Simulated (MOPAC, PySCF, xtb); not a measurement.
Bond stretch in HCl, singlet.

- PM6, restricted, heats of formation (MOPAC)
- RKS-B3LYP/6-31G* = PySCF with restricted B3LYP/6-31G*, spherical d
- GFN1-xTB (xtb)
- UCCSD(T) = CCSD(T) on UHF/cc-pVDZ, 5 core orbitals frozen (PySCF)

Energies relative to the lowest point of each curve near equilibrium, in kcal/mol; the last columns give the difference from UCCSD(T):

```csv
R / Å,PM6,RKS-B3LYP/6-31G*,GFN1-xTB,UCCSD(T),PM6 − UCCSD(T),RKS-B3LYP/6-31G* − UCCSD(T),GFN1-xTB − UCCSD(T)
0.95,76.1,84.5,77.1,87.5,-11.4,-3.0,-10.5
1.02,44.0,45.4,37.5,47.3,-3.3,-1.9,-9.8
1.09,22.4,21.3,15.7,22.4,0.0,-1.0,-6.7
1.15,10.4,9.2,5.7,9.7,0.7,-0.5,-3.9
1.20,4.2,3.4,1.6,3.6,0.6,-0.2,-2.0
1.25,0.9,0.6,0.0,0.6,0.3,0.0,-0.6
1.28,0.1,0.0,0.0,0.0,0.1,0.0,0.0
1.31,0.0,0.1,0.5,0.1,-0.1,0.0,0.4
1.36,1.3,1.5,2.4,1.6,-0.3,-0.1,0.8
1.41,4.2,4.1,5.2,4.4,-0.1,-0.2,0.9
1.50,12.2,10.8,12.0,11.5,0.7,-0.6,0.5
1.58,21.4,18.1,19.2,19.2,2.3,-1.1,0.1
1.72,39.8,32.0,33.6,33.7,6.1,-1.7,-0.1
1.94,69.3,53.6,56.2,55.8,13.4,-2.2,0.4
2.12,90.7,69.7,72.6,70.7,20.0,-1.1,1.9
2.31,109.9,84.4,87.4,82.9,26.9,1.5,4.4
2.57,130.8,101.1,103.2,92.8,38.0,8.3,10.4
2.81,145.6,113.1,113.8,96.2,49.4,16.9,17.6
3.13,160.1,125.0,123.2,97.5,62.5,27.5,25.6
3.46,170.3,133.5,128.7,97.9,72.3,35.6,30.8
3.87,178.8,140.3,—,98.1,80.7,42.2,—
4.50,187.3,145.9,—,98.1,89.1,47.8,—
5.17,193.3,148.7,—,98.1,95.1,50.6,—
```

PM6 is furthest from UCCSD(T) at 5.17 (95.1 kcal/mol, above); its mean absolute difference over the points is 24.9 kcal/mol.

RKS-B3LYP/6-31G* is furthest from UCCSD(T) at 5.17 (50.6 kcal/mol, above); its mean absolute difference over the points is 10.6 kcal/mol.

GFN1-xTB is furthest from UCCSD(T) at 3.46 (30.8 kcal/mol, above); its mean absolute difference over the points is 6.4 kcal/mol.

A dash means that the run gave no value there, or that the column was ended at a point which the program doubted or which failed a test of continuity chosen for this set; such a test can also cut sound points.

The restricted form behind PM6, RKS-B3LYP/6-31G* keeps the bonding electrons paired and can't separate into open-shell fragments. The unrestricted determinant behind UCCSD(T) is spin-contaminated at 1.94 to 5.17 Å (<S²> up to 1.0, against 0.00 for a pure singlet).
